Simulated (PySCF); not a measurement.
Distances in Å between the heavy atoms of a computed structure (PBE0-D3(BJ)/def2-SVP; lower triangle, same order across):
```
O1    0.00
C2    1.20  0.00
C3    2.36  1.48  0.00
N4    3.58  2.55  1.26  0.00
C5    3.47  2.85  1.45  1.52  0.00
```

Hydrogens: 1 on C2, 2 on C5.

Neutral, closed shell.

Question: Which heavy atoms are bonded, and with what formal order?

Answer: O1–C2 (double); C2–C3 (single); C3–N4 (double); N4–C5 (single); C3–C5 (single).

Question: Write the SMILES.

Answer: `O=CC1=NC1`, C3H3NO. Among its features: aldehyde and three-membered ring with nitrogen.

Question: Which rings does it hold (smallest set)?

Answer: C3–N4–C5 (3 members).

Question: Describe the place of each heavy atom.

Answer: O1: aldehyde oxygen; C2: aldehyde carbon; C3: C=N carbon; N4: C=N nitrogen; C5: sp3 carbon bound to nitrogen.

Conformer computed: `[O:1]=[CH:2][C:3]1=[N:4][CH2:5]1`: O1–C2–C3–N4 179°.
